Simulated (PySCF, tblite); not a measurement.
Potential energy surface of H3 (anion, charge -1), singlet: collinear H-H-H surface. Scanned: first H-H distance and second H-H distance.

- GFN2-xTB, 300 K electronic temperature (tblite)
- RHF/cc-pVTZ (PySCF)
- r2SCAN/cc-pVTZ (PySCF)
- M06-2X/cc-pVTZ (PySCF)
- MP2 on RHF/cc-pVTZ (PySCF)
- CCSD on RHF/cc-pVTZ (PySCF)
- CCSD(T) on RHF/cc-pVTZ (PySCF)

Energies in mEh at chosen points (x: first H-H distance (Å); y: second H-H distance (Å)), relative to x = 0.80, y = 2.15:

| method | (0.68, 0.63) | (0.87, 0.94) | (0.74, 1.81) | (0.94, 0.80) | (1.22, 1.55) | (2.15, 1.22) | (1.22, 0.63) |
|---|---|---|---|---|---|---|---|
| GFN2-xTB | 268.7 | 47.8 | 2.8 | 65.0 | 12.1 | 28.9 | 59.7 |
| RHF | 164.5 | 33.0 | 2.8 | 42.3 | 37.3 | 53.9 | 49.8 |
| r2SCAN | 143.5 | 18.4 | 2.0 | 27.6 | 20.8 | 38.7 | 43.0 |
| M06-2X | 150.8 | 24.4 | 2.0 | 33.2 | 28.1 | 46.7 | 43.9 |
| MP2 | 149.9 | 22.5 | 1.4 | 31.4 | 30.5 | 49.9 | 43.1 |
| CCSD | 151.2 | 23.6 | 1.9 | 32.7 | 28.4 | 45.7 | 44.2 |
| CCSD(T) | 150.4 | 22.9 | 1.8 | 31.9 | 27.4 | 45.0 | 43.8 |
